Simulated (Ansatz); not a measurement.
A calculation with Ansatz (development build ahead of 0.2.0).

```yaml
crystal:
  periodic: [false, false, false]
  atoms:
    - { symbol: Si, position_ang: [0.0, 0.0, 0.0] }
    - { symbol: O, position_ang: [0.0, 0.0, 1.519] }
basis:
  gaussian: { orbitals: def2-SVP }
total_charge: 1
magnetization:
  initial_magnetization: 1
hamiltonian:
  xc: hf
correlation:
  method: mp2
  frozen_orbitals: { O: 1, Si: 5 }
```

The input is written out in the form of the current development build from the run's settings. Correlation on restricted open-shell orbitals is semicanonical, with singles.

The run gave:

| Item | Value |
| --- | --- |
| Converged | yes |
| Reference energy | -363.26529 hartree |
| Correlation energy | -0.19487 hartree |
| Total energy | -363.46016 hartree |
| Spin squared of the determinant | 0.750 |
| Stability test | minimum among restricted orbitals |
| Occupied orbitals by symmetry in an Abelian subgroup (alpha; beta) | 7 A1 2 B1 2 B2; 7 A1 1 B1 2 B2 |

Messages of the program:
```
mean field -9884.95212365 eV, -363.2652902830 hartree, gradient 6.7e-7 eV, S^2 0.750000; 13 other ends of a descent, 0 dependent functions left out
```

Caution: this determinant is likely not that of the ground state; MP2 on this radical cation hangs on the determinant chosen; the determinant may break the point group; another reference gives a lower total.
